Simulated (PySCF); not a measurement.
Structure elucidation problem

The spectra below were simulated for a compound C4H4.

¹H NMR (300 MHz, computed): δ 6.12 (m, 1H), 6.09 (m, 1H), 5.84 (m, 1H), 2.84 (m, 1H).

¹³C{¹H} NMR (computed): δ 138.0, 125.8, 86.6, 86.2.

One conformer, no solvent model, non-relativistic. Couplings computed with B3LYP/pcJ-2; PBE0-D3(BJ)/def2-TZVP geometry; GIAO B97-2/pcSseg-2 shieldings; PySCF 2.14.

δ = σ(ref) − σ, references computed at the same level: ¹H (σ = 31.64 ppm) and ¹³C (σ = 185.38 ppm) against TMS.

Q: Propose a structure and justify it.

A: 
- The formula gives 3 degrees of unsaturation (no ring in the answer).
- 4 carbon signals for 4 carbons: no two carbons are equivalent.
- Carbon types of the structure: 1 × C, 2 × CH, 1 × CH2, which accounts for all hydrogens.
- δC 138.0: terminal =CH2 carbon; as expected for a trigonal carbon in a double bond.
- δC 125.8: alkene CH; the olefinic region.
- δC 86.6: terminal alkyne carbon; sp carbons lie upfield of alkene carbons because the cylindrical π system leaves one tensor component strongly shielded.
- δC 86.2: alkyne carbon; the triple bond shields along its axis, which puts it between sp3 and sp2 carbons.
- δH 6.12: hydrogen on an alkene CH; olefinic region.
- δH 6.09, 5.84: hydrogen on a terminal =CH2 carbon; a vinylic proton, deshielded by the sp2 carbon and the C=C anisotropy.
- δH 2.84: hydrogen on a terminal alkyne carbon; it lies on the axis of the triple bond, in its shielding cone.

The compound is SMILES C#CC=C.

Splittings below 1 Hz are ignored in the labels, and close J values are merged. Shifts are as computed. Against solution values, carbons near 30 ppm lie about +3 ppm off and those near 130 ppm about +7 ppm. Of 1211 compounds with measured shifts, 218 miss one by over three times the rms of a fit or turn the order of signals round; such compounds aren't used in these exercises.
